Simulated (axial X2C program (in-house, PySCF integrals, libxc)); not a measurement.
# AlOH: bond lengths and stretches, held linear

One table from this session's results is given with a row withheld; the runs are named, their logs left out.

Computed with an in-house X2C program for linear molecules on PySCF integrals. Level: all-electron X2C, two-component (2c) or spin-free, Al dyall-v3z, O dyall-av3z, H dyall-v3z.

All values are calculated.

1 further run of the same task is left out (set aside as unsound or not needed).

The first run:

Contents of task.json:

```json
{"zs": [13, 8, 1], "q": 0, "bas": ["dyall-v3z", "dyall-av3z", "dyall-v3z"], "r0": [1.89, 0.96], "symm": 0, "scan": ["PBE0", "HF", "TPSSh"], "levels": ["PBE0", "HF", "PBE"], "nst": 2}
```

Keys: zs atomic numbers; q charge; bas basis sets; r0 starting distance in Å; symm equal bonds; scan levels of the two-bond scan (MP2 follows by itself at each HF point); levels methods; nst determinants followed.

Command:

```console
$ python solin.py task.json out
```

Masses Al 26.982, O 15.995, H 1.008 u.

Among the steps run: Scan at PBE0, 2c; Scan at HF, 2c; Scan at TPSSh, 2c.

One table of the session follows, with a row left open; its other results are not shown here.

```
           level  r(Al–O) (Å)  r(O–H) (Å)  lower stretch (cm⁻¹)  upper stretch (cm⁻¹)
        PBE0, 2c            ?           ?                     ?                     ?
          HF, 2c        1.665       0.931                 873.9                4283.3
       TPSSh, 2c        1.688       0.954                 827.2                3947.4
         MP2, 2c        1.692       0.953                 827.7                3996.1
 PBE0, spin-free        1.682       0.950                 835.5                4027.0
   HF, spin-free        1.665       0.931                 873.7                4283.3
TPSSh, spin-free        1.687       0.954                 827.0                3947.3
  MP2, spin-free        1.692       0.953                 827.5                3995.9
```

Q: Estimate the row for PBE0, 2c from the others.

As computed: r(Al–O) (Å): 1.682; r(O–H) (Å): 0.950; lower stretch (cm⁻¹): 835.7; upper stretch (cm⁻¹): 4027.2.

Scans not shown above were run alike.

MP2 freezes inner shells (threshold -2 hartree). The molecule was held linear; bending was not examined, so a bent shape may lie lower.
